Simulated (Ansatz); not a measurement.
Two isomers of C4H5N: A = `C/C=C\C#N`, B = `C=CCC#N`.

Gas-phase electronic energies from Ansatz, PBE0-D4/def2-TZVP geometries. CCSD(T)/CBS adds triple-zeta CCSD(T) − MP2 to the extrapolated MP2 energy (def2 sets, frozen cores). This one scheme is used for every species. DFT in def2-TZVPP. B3LYP here is the variant with VWN-RPA as its local correlation; programs differ in this. One conformer a species, not always the lowest.

A:

```xyz
10

C    -1.215   -0.312   -0.340
C    -0.093    0.651   -0.441
C     1.097    0.534    0.152
C     1.438   -0.570    0.981
N     1.727   -1.459    1.655
H    -1.488   -0.684   -1.332
H    -0.969   -1.163    0.297
H    -2.105    0.182    0.062
H    -0.255    1.533   -1.055
H     1.863    1.289    0.023
```

B:

```xyz
10

C    -1.4865   -0.2140    0.0269
C    -0.3802   -0.2100    0.7512
C     0.9993    0.0914    0.2386
C     1.0458    0.3923   -1.1821
N     1.0673    0.6271   -2.3067
H    -1.4748    0.0091   -1.0350
H    -2.4440   -0.4431    0.4779
H    -0.4200   -0.4376    1.8127
H     1.4263    0.9408    0.7841
H     1.6668   -0.7561    0.4324
```

Q: Which isomer does CCSD(T)/CBS put lower? Give the gap. (An estimate is asked.)

A: The calculation gave: A, by 3.9 kcal/mol.

Q: Give E(B) − E(A) in kcal/mol with B2PLYP, PBE0-D4, CCSD/def2-TZVPP, r2SCAN-D4, MP2/def2-TZVPP, PBE-D4, B3LYP. (Estimate.)

A: Computed: B2PLYP 5.1, PBE0-D4 5.4, CCSD/def2-TZVPP 3.5, r2SCAN-D4 6.2, MP2/def2-TZVPP 4.4, PBE-D4 6.3, B3LYP 5.7. None reverses the order clearly.

Largest T1 diagnostic: 0.013.

From PBE to PBE0 (25 % exact exchange), in def2-TZVPP and without D4, E(B) − E(A) moves by −0.9 kcal/mol.
